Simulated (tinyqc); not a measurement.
Worked calculation (part 2 of 3): UHF in the sto-3g basis, for CH3, spin multiplicity 2. Computed by tinyqc, a small Python program that keeps every step (integrals from PySCF). Command: `OMP_NUM_THREADS=1 python tinyqc.py 25444 25445 out.jsonl` (the two numbers bound the seeds that draw the settings). One thread of a shared host (Intel(R) Xeon(R) Processor @ 2.60GHz), about 0.1 s of CPU time with the checks.

Geometry (angstrom):

| atom | x | y | z |
|---|---|---|---|
| C | 0.0000 | 0.0000 | 0.1000 |
| H | 1.0740 | 0.0000 | 0.0000 |
| H | -0.5370 | 0.9300 | 0.0000 |
| H | -0.5370 | -0.9300 | 0.0000 |

## Iteration 1: building the Fock matrix

D(alpha) at the start:
```
          1C 1s    1C 2s   1C 2px   1C 2py   1C 2pz    2H 1s    3H 1s    4H 1s
1C 1s    1.0797  -0.3551   0.0000   0.0000   0.0088   0.0467   0.0467   0.0467
1C 2s   -0.3551   1.5594  -0.0001   0.0000  -0.0539  -0.1919  -0.1920  -0.1920
1C 2px   0.0000  -0.0001   1.3051   0.0000   0.0000  -0.2658   0.1330   0.1330
1C 2py   0.0000   0.0000   0.0000   1.3051   0.0000   0.0000  -0.2302   0.2302
1C 2pz   0.0088  -0.0539   0.0000   0.0000   1.0055   0.0257   0.0257   0.0257
2H 1s    0.0467  -0.1919  -0.2658   0.0000   0.0257   0.0781  -0.0031  -0.0031
3H 1s    0.0467  -0.1920   0.1330  -0.2302   0.0257  -0.0031   0.0782  -0.0031
4H 1s    0.0467  -0.1920   0.1330   0.2302   0.0257  -0.0031  -0.0031   0.0782
```

D(beta) at the start:
```
          1C 1s    1C 2s   1C 2px   1C 2py   1C 2pz    2H 1s    3H 1s    4H 1s
1C 1s    1.0787  -0.3510   0.0000   0.0000   0.0397   0.0468   0.0468   0.0468
1C 2s   -0.3510   1.5427  -0.0001   0.0000  -0.1823  -0.1923  -0.1924  -0.1924
1C 2px   0.0000  -0.0001   1.3051   0.0000   0.0000  -0.2658   0.1330   0.1330
1C 2py   0.0000   0.0000   0.0000   1.3051   0.0000   0.0000  -0.2302   0.2302
1C 2pz   0.0397  -0.1823   0.0000   0.0000   0.0215   0.0227   0.0227   0.0227
2H 1s    0.0468  -0.1923  -0.2658   0.0000   0.0227   0.0781  -0.0031  -0.0031
3H 1s    0.0468  -0.1924   0.1330  -0.2302   0.0227  -0.0031   0.0782  -0.0031
4H 1s    0.0468  -0.1924   0.1330   0.2302   0.0227  -0.0031  -0.0031   0.0782
```

core Hamiltonian H = T + V (hartree):
```
           1C 1s    1C 2s   1C 2px   1C 2py   1C 2pz    2H 1s    3H 1s    4H 1s
1C 1s   -19.2335  -4.6437   0.0000   0.0000   0.0048  -1.2058  -1.2060  -1.2060
1C 2s    -4.6437  -6.1458   0.0000   0.0000   0.0489  -2.6974  -2.6977  -2.6977
1C 2px    0.0000   0.0000  -5.1618   0.0000   0.0000  -2.1889   1.0947   1.0947
1C 2py    0.0000   0.0000   0.0000  -5.1618   0.0000   0.0000  -1.8957   1.8957
1C 2pz    0.0048   0.0489   0.0000   0.0000  -4.9722   0.2158   0.2159   0.2159
2H 1s    -1.2058  -2.6974  -2.1889   0.0000   0.2158  -3.9123  -0.7836  -0.7836
3H 1s    -1.2060  -2.6977   1.0947  -1.8957   0.2159  -0.7836  -3.9125  -0.7838
4H 1s    -1.2060  -2.6977   1.0947   1.8957   0.2159  -0.7836  -0.7838  -3.9125
```

nuclear repulsion = 9.684680 hartree

Given earlier and not repeated: Two-electron integrals (ij|kl) in chemists' order.

J_ij = sum D_kl (ij|kl) with D = D(alpha) + D(beta), K_ij = sum D_kl (ik|jl) for each spin; F = H + J - K(s); E = tr D H + tr D J / 2 - 0.5 sum_s tr D(s) K(s) + E_nn.

Coulomb J (hartree):
```
          1C 1s    1C 2s   1C 2px   1C 2py   1C 2pz    2H 1s    3H 1s    4H 1s
1C 1s   13.4331   2.6666   0.0000   0.0000  -0.0074   0.6890   0.6892   0.6892
1C 2s    2.6666   6.2214   0.0000   0.0000  -0.0308   2.6349   2.6353   2.6353
1C 2px   0.0000   0.0000   6.2334   0.0000   0.0000   2.2862  -1.1433  -1.1433
1C 2py   0.0000   0.0000   0.0000   6.2334   0.0000   0.0000   1.9800  -1.9800
1C 2pz  -0.0074  -0.0308   0.0000   0.0000   6.1807  -0.2212  -0.2212  -0.2212
2H 1s    0.6890   2.6349   2.2862   0.0000  -0.2212   4.0936   0.7339   0.7339
3H 1s    0.6892   2.6353  -1.1433   1.9800  -0.2212   0.7339   4.0938   0.7341
4H 1s    0.6892   2.6353  -1.1433  -1.9800  -0.2212   0.7339   0.7341   4.0938
```

exchange K(alpha) (hartree):
```
          1C 1s   1C 2s   1C 2px   1C 2py   1C 2pz    2H 1s    3H 1s    4H 1s
1C 1s    3.6698  0.6809   0.0000   0.0000  -0.0001   0.1846   0.1846   0.1846
1C 2s    0.6809  1.1063   0.0000   0.0000   0.0010   0.4171   0.4172   0.4172
1C 2px   0.0000  0.0000   0.9071   0.0000   0.0000   0.2701  -0.1351  -0.1351
1C 2py   0.0000  0.0000   0.0000   0.9071   0.0000   0.0000   0.2339  -0.2339
1C 2pz  -0.0001  0.0010   0.0000   0.0000   0.9211  -0.0246  -0.0246  -0.0246
2H 1s    0.1846  0.4171   0.2701   0.0000  -0.0246   0.2626   0.1194   0.1194
3H 1s    0.1846  0.4172  -0.1351   0.2339  -0.0246   0.1194   0.2627   0.1195
4H 1s    0.1846  0.4172  -0.1351  -0.2339  -0.0246   0.1194   0.1195   0.2627
```

exchange K(beta) (hartree):
```
          1C 1s    1C 2s   1C 2px   1C 2py   1C 2pz    2H 1s    3H 1s    4H 1s
1C 1s    3.6492   0.6504   0.0000   0.0000  -0.0040   0.1761   0.1761   0.1761
1C 2s    0.6504   0.9611   0.0000   0.0000  -0.0923   0.3719   0.3719   0.3719
1C 2px   0.0000   0.0000   0.8692   0.0000   0.0000   0.2596  -0.1298  -0.1298
1C 2py   0.0000   0.0000   0.0000   0.8692   0.0000   0.0000   0.2248  -0.2248
1C 2pz  -0.0040  -0.0923   0.0000   0.0000   0.2574  -0.0415  -0.0415  -0.0415
2H 1s    0.1761   0.3719   0.2596   0.0000  -0.0415   0.2433   0.1062   0.1062
3H 1s    0.1761   0.3719  -0.1298   0.2248  -0.0415   0.1062   0.2434   0.1063
4H 1s    0.1761   0.3719  -0.1298  -0.2248  -0.0415   0.1062   0.1063   0.2434
```

F(alpha) (hartree):
```
          1C 1s    1C 2s   1C 2px   1C 2py   1C 2pz    2H 1s    3H 1s    4H 1s
1C 1s   -9.4702  -2.6580   0.0000   0.0000  -0.0026  -0.7013  -0.7015  -0.7015
1C 2s   -2.6580  -1.0307   0.0000   0.0000   0.0170  -0.4796  -0.4797  -0.4797
1C 2px   0.0000   0.0000   0.1644   0.0000   0.0000  -0.1728   0.0864   0.0864
1C 2py   0.0000   0.0000   0.0000   0.1644   0.0000   0.0000  -0.1497   0.1497
1C 2pz  -0.0026   0.0170   0.0000   0.0000   0.2874   0.0192   0.0192   0.0192
2H 1s   -0.7013  -0.4796  -0.1728   0.0000   0.0192  -0.0813  -0.1691  -0.1691
3H 1s   -0.7015  -0.4797   0.0864  -0.1497   0.0192  -0.1691  -0.0814  -0.1692
4H 1s   -0.7015  -0.4797   0.0864   0.1497   0.0192  -0.1691  -0.1692  -0.0814
```

F(beta) (hartree):
```
          1C 1s    1C 2s   1C 2px   1C 2py  1C 2pz    2H 1s    3H 1s    4H 1s
1C 1s   -9.4496  -2.6275   0.0000   0.0000  0.0013  -0.6928  -0.6930  -0.6930
1C 2s   -2.6275  -0.8855   0.0000   0.0000  0.1103  -0.4343  -0.4344  -0.4344
1C 2px   0.0000   0.0000   0.2023   0.0000  0.0000  -0.1623   0.0812   0.0812
1C 2py   0.0000   0.0000   0.0000   0.2023  0.0000   0.0000  -0.1405   0.1405
1C 2pz   0.0013   0.1103   0.0000   0.0000  0.9512   0.0361   0.0361   0.0361
2H 1s   -0.6928  -0.4343  -0.1623   0.0000  0.0361  -0.0621  -0.1559  -0.1559
3H 1s   -0.6930  -0.4344   0.0812  -0.1405  0.0361  -0.1559  -0.0621  -0.1560
4H 1s   -0.6930  -0.4344   0.0812   0.1405  0.0361  -0.1559  -0.1560  -0.0621
```

total energy of this density = -36.598340 hartree

This density is the starting one.

## Iteration 1: diagonalisation and new density

X:
```
              1        2        3        4        5        6        7        8
1C 1s   -0.3245   0.0000  -0.0001   0.8946   0.3987   0.0000   0.0000   0.1535
1C 2s    1.5257   0.0000   0.0005  -0.0503   0.0663   0.0000   0.0001   0.4414
1C 2px  -0.0005   0.0000   1.1221   0.0000   0.0000   0.0000   0.6125   0.0000
1C 2py   0.0000   1.1221   0.0000   0.0000   0.0000   0.6125   0.0000   0.0000
1C 2pz  -0.1245   0.0000   0.0000  -0.4239   0.9023   0.0000   0.0000  -0.0357
2H 1s   -0.7101   0.0000  -1.0432  -0.1474  -0.0659   0.0000   0.4393   0.2946
3H 1s   -0.7108  -0.9033   0.5212  -0.1474  -0.0659   0.3804  -0.2196   0.2947
4H 1s   -0.7108   0.9033   0.5212  -0.1474  -0.0659  -0.3804  -0.2196   0.2947
```

overlap S:
```
         1C 1s   1C 2s   1C 2px   1C 2py   1C 2pz    2H 1s    3H 1s    4H 1s
1C 1s   1.0000  0.2484   0.0000   0.0000   0.0000   0.0639   0.0640   0.0640
1C 2s   0.2484  1.0000   0.0000   0.0000   0.0000   0.4973   0.4974   0.4974
1C 2px  0.0000  0.0000   1.0000   0.0000   0.0000   0.4691  -0.2346  -0.2346
1C 2py  0.0000  0.0000   0.0000   1.0000   0.0000   0.0000   0.4063  -0.4063
1C 2pz  0.0000  0.0000   0.0000   0.0000   1.0000  -0.0437  -0.0437  -0.0437
2H 1s   0.0639  0.4973   0.4691   0.0000  -0.0437   1.0000   0.1493   0.1493
3H 1s   0.0640  0.4974  -0.2346   0.4063  -0.0437   0.1493   1.0000   0.1494
4H 1s   0.0640  0.4974  -0.2346  -0.4063  -0.0437   0.1493   0.1494   1.0000
```

Diagonalise F' = X^T F X, C = X C', fill 5 alpha and 4 beta electrons from the bottom; D(s) = C_occ C_occ^T; the new density keeps 0.5 of the old one (damping). Each column has its largest component positive (the first on a tie).

F' = X^T F X (alpha) (hartree):
```
         1       2        3        4        5        6        7        8
1   0.7574  0.0000  -0.0002   0.5566   0.2212   0.0000   0.0000   0.0332
2   0.0000  0.9570   0.0000   0.0000   0.0000   0.0905   0.0000   0.0000
3  -0.0002  0.0000   0.9569   0.0003   0.0001   0.0000   0.0905   0.0001
4   0.5566  0.0000   0.0003  -6.7754  -3.3527   0.0000  -0.0003  -2.6501
5   0.2212  0.0000   0.0001  -3.3527  -1.3052   0.0000  -0.0001  -1.2797
6   0.0000  0.0905   0.0000   0.0000   0.0000  -0.0524   0.0000   0.0000
7   0.0000  0.0000   0.0905  -0.0003  -0.0001   0.0000  -0.0524  -0.0001
8   0.0332  0.0000   0.0001  -2.6501  -1.2797   0.0000  -0.0001  -1.4599
```

orbital energies (alpha) (hartree): MO1 -9.4828, MO2 -0.4027, MO3 -0.0605, MO4 -0.0605, MO5 0.2849, MO6 0.8176, MO7 0.9650, MO8 0.9650

coefficients C (alpha):
```
            MO1      MO2      MO3      MO4      MO5      MO6      MO7      MO8
1C 1s    0.9887  -0.2313   0.0000   0.0000  -0.0322  -0.2369   0.0001   0.0000
1C 2s    0.0508   0.6423   0.0001   0.0000   0.1579   1.4455  -0.0009   0.0000
1C 2px   0.0000  -0.0001   0.5106   0.0000   0.0000   0.0006   1.1720   0.0000
1C 2py   0.0000   0.0000   0.0000   0.5106   0.0000   0.0000   0.0000   1.1720
1C 2pz  -0.0011  -0.0183   0.0000   0.0000   0.9878  -0.1859   0.0001   0.0000
2H 1s   -0.0103   0.2244   0.5300   0.0000  -0.0553  -0.7516  -0.9995   0.0000
3H 1s   -0.0103   0.2244  -0.2650   0.4590  -0.0553  -0.7509   0.5004  -0.8660
4H 1s   -0.0103   0.2244  -0.2650  -0.4590  -0.0553  -0.7509   0.5004   0.8660
```

F' = X^T F X (beta) (hartree):
```
         1       2        3        4        5        6        7        8
1   0.8380  0.0000  -0.0001   0.5469   0.2505   0.0000   0.0000   0.1095
2   0.0000  0.9777   0.0000   0.0000   0.0000   0.1101   0.0000   0.0000
3  -0.0001  0.0000   0.9776   0.0003   0.0002   0.0000   0.1100   0.0001
4   0.5469  0.0000   0.0003  -6.6363  -3.6107   0.0000  -0.0003  -2.6630
5   0.2505  0.0000   0.0002  -3.6107  -0.7532   0.0000  -0.0001  -1.2401
6   0.0000  0.1101   0.0000   0.0000   0.0000  -0.0279   0.0000   0.0000
7   0.0000  0.0000   0.1100  -0.0003  -0.0001   0.0000  -0.0279  -0.0001
8   0.1095  0.0000   0.0001  -2.6630  -1.2401   0.0000  -0.0001  -1.3806
```

orbital energies (beta) (hartree): MO1 -9.4600, MO2 -0.3172, MO3 -0.0398, MO4 -0.0398, MO5 0.8810, MO6 0.9640, MO7 0.9895, MO8 0.9896

coefficients C (beta):
```
            MO1      MO2      MO3      MO4      MO5      MO6      MO7      MO8
1C 1s    0.9898  -0.2129   0.0000   0.0000  -0.2510   0.0035   0.0002   0.0000
1C 2s    0.0458   0.5498   0.0001   0.0000   1.4891  -0.0884  -0.0012   0.0000
1C 2px   0.0000  -0.0001   0.4882   0.0000   0.0008  -0.0007   1.1815   0.0000
1C 2py   0.0000   0.0000   0.0000   0.4883   0.0000   0.0000   0.0000   1.1815
1C 2pz  -0.0016  -0.0618   0.0000   0.0000  -0.0013   1.0034   0.0006   0.0000
2H 1s   -0.0092   0.2693   0.5489   0.0000  -0.7327   0.0969  -0.9890   0.0000
3H 1s   -0.0092   0.2693  -0.2744   0.4754  -0.7317   0.0960   0.4954  -0.8571
4H 1s   -0.0092   0.2693  -0.2744  -0.4754  -0.7317   0.0960   0.4954   0.8571
```

D(alpha) after iteration 1:
```
          1C 1s    1C 2s   1C 2px   1C 2py   1C 2pz    2H 1s    3H 1s    4H 1s
1C 1s    1.0559  -0.2292   0.0000   0.0000  -0.0099  -0.0068  -0.0068  -0.0068
1C 2s   -0.2292   0.9997   0.0000   0.0000   0.0451  -0.0285  -0.0286  -0.0286
1C 2px   0.0000   0.0000   0.7829   0.0000   0.0000   0.0024  -0.0012  -0.0012
1C 2py   0.0000   0.0000   0.0000   0.7829   0.0000   0.0000   0.0021  -0.0021
1C 2pz  -0.0099   0.0451   0.0000   0.0000   0.9907  -0.0165  -0.0165  -0.0165
2H 1s   -0.0068  -0.0285   0.0024   0.0000  -0.0165   0.2063  -0.0450  -0.0450
3H 1s   -0.0068  -0.0286  -0.0012   0.0021  -0.0165  -0.0450   0.2063  -0.0450
4H 1s   -0.0068  -0.0286  -0.0012  -0.0021  -0.0165  -0.0450  -0.0450   0.2063
```

D(beta) after iteration 1:
```
          1C 1s    1C 2s   1C 2px   1C 2py   1C 2pz    2H 1s    3H 1s    4H 1s
1C 1s    1.0519  -0.2114   0.0000   0.0000   0.0256  -0.0098  -0.0098  -0.0098
1C 2s   -0.2114   0.9235   0.0000   0.0000  -0.1082  -0.0223  -0.0224  -0.0224
1C 2px   0.0000   0.0000   0.7717   0.0000   0.0000   0.0011  -0.0005  -0.0005
1C 2py   0.0000   0.0000   0.0000   0.7717   0.0000   0.0000   0.0009  -0.0009
1C 2pz   0.0256  -0.1082   0.0000   0.0000   0.0127   0.0030   0.0031   0.0031
2H 1s   -0.0098  -0.0223   0.0011   0.0000   0.0030   0.2260  -0.0406  -0.0406
3H 1s   -0.0098  -0.0224  -0.0005   0.0009   0.0031  -0.0406   0.2260  -0.0406
4H 1s   -0.0098  -0.0224  -0.0005  -0.0009   0.0031  -0.0406  -0.0406   0.2260
```

## Iteration 2: building the Fock matrix

As before.

Coulomb J (hartree):
```
          1C 1s    1C 2s   1C 2px   1C 2py   1C 2pz    2H 1s    3H 1s    4H 1s
1C 1s   12.5699   2.4726   0.0000   0.0000  -0.0053   0.6392   0.6393   0.6393
1C 2s    2.4726   5.8459   0.0000   0.0000  -0.0332   2.5231   2.5234   2.5234
1C 2px   0.0000   0.0000   5.8672   0.0000   0.0000   2.2206  -1.1105  -1.1105
1C 2py   0.0000   0.0000   0.0000   5.8671   0.0000   0.0000   1.9232  -1.9232
1C 2pz  -0.0053  -0.0332   0.0000   0.0000   5.7864  -0.2158  -0.2158  -0.2158
2H 1s    0.6392   2.5231   2.2206   0.0000  -0.2158   4.0836   0.7064   0.7064
3H 1s    0.6393   2.5234  -1.1105   1.9232  -0.2158   0.7064   4.0838   0.7066
4H 1s    0.6393   2.5234  -1.1105  -1.9232  -0.2158   0.7064   0.7066   4.0838
```

exchange K(alpha) (hartree):
```
          1C 1s   1C 2s   1C 2px   1C 2py   1C 2pz    2H 1s    3H 1s    4H 1s
1C 1s    3.6307  0.6608   0.0000   0.0000  -0.0006   0.1772   0.1773   0.1773
1C 2s    0.6608  1.0170   0.0000   0.0000   0.0126   0.4492   0.4493   0.4493
1C 2px   0.0000  0.0000   0.7894   0.0000   0.0000   0.3425  -0.1713  -0.1713
1C 2py   0.0000  0.0000   0.0000   0.7894   0.0000   0.0000   0.2967  -0.2967
1C 2pz  -0.0006  0.0126   0.0000   0.0000   0.8721  -0.0322  -0.0322  -0.0322
2H 1s    0.1772  0.4492   0.3425   0.0000  -0.0322   0.4622   0.1279   0.1279
3H 1s    0.1773  0.4493  -0.1713   0.2967  -0.0322   0.1279   0.4623   0.1279
4H 1s    0.1773  0.4493  -0.1713  -0.2967  -0.0322   0.1279   0.1279   0.4623
```

exchange K(beta) (hartree):
```
          1C 1s    1C 2s   1C 2px   1C 2py   1C 2pz    2H 1s    3H 1s    4H 1s
1C 1s    3.6075   0.6302   0.0000   0.0000  -0.0022   0.1687   0.1688   0.1688
1C 2s    0.6302   0.8579   0.0000   0.0000  -0.0791   0.4029   0.4029   0.4029
1C 2px   0.0000   0.0000   0.7436   0.0000   0.0000   0.3328  -0.1664  -0.1664
1C 2py   0.0000   0.0000   0.0000   0.7436   0.0000   0.0000   0.2883  -0.2883
1C 2pz  -0.0022  -0.0791   0.0000   0.0000   0.2041  -0.0438  -0.0438  -0.0438
2H 1s    0.1687   0.4029   0.3328   0.0000  -0.0438   0.4522   0.1159   0.1159
3H 1s    0.1688   0.4029  -0.1664   0.2883  -0.0438   0.1159   0.4522   0.1159
4H 1s    0.1688   0.4029  -0.1664  -0.2883  -0.0438   0.1159   0.1159   0.4522
```

F(alpha) (hartree):
```
           1C 1s    1C 2s   1C 2px   1C 2py   1C 2pz    2H 1s    3H 1s    4H 1s
1C 1s   -10.2943  -2.8319   0.0000   0.0000   0.0001  -0.7438  -0.7440  -0.7440
1C 2s    -2.8319  -1.3169   0.0000   0.0000   0.0031  -0.6235  -0.6236  -0.6236
1C 2px    0.0000   0.0000  -0.0841   0.0000   0.0000  -0.3109   0.1555   0.1555
1C 2py    0.0000   0.0000   0.0000  -0.0841   0.0000   0.0000  -0.2692   0.2692
1C 2pz    0.0001   0.0031   0.0000   0.0000  -0.0579   0.0322   0.0322   0.0322
2H 1s    -0.7438  -0.6235  -0.3109   0.0000   0.0322  -0.2909  -0.2050  -0.2050
3H 1s    -0.7440  -0.6236   0.1555  -0.2692   0.0322  -0.2050  -0.2910  -0.2051
4H 1s    -0.7440  -0.6236   0.1555   0.2692   0.0322  -0.2050  -0.2051  -0.2910
```

F(beta) (hartree):
```
           1C 1s    1C 2s   1C 2px   1C 2py  1C 2pz    2H 1s    3H 1s    4H 1s
1C 1s   -10.2711  -2.8013   0.0000   0.0000  0.0017  -0.7354  -0.7355  -0.7355
1C 2s    -2.8013  -1.1578   0.0000   0.0000  0.0948  -0.5772  -0.5773  -0.5773
1C 2px    0.0000   0.0000  -0.0383   0.0000  0.0000  -0.3011   0.1506   0.1506
1C 2py    0.0000   0.0000   0.0000  -0.0383  0.0000   0.0000  -0.2608   0.2608
1C 2pz    0.0017   0.0948   0.0000   0.0000  0.6102   0.0438   0.0438   0.0438
2H 1s    -0.7354  -0.5772  -0.3011   0.0000  0.0438  -0.2808  -0.1930  -0.1930
3H 1s    -0.7355  -0.5773   0.1506  -0.2608  0.0438  -0.1930  -0.2809  -0.1931
4H 1s    -0.7355  -0.5773   0.1506   0.2608  0.0438  -0.1930  -0.1931  -0.2809
```

total energy of this density = -37.794551 hartree

This density is a damped mixture and is not idempotent.
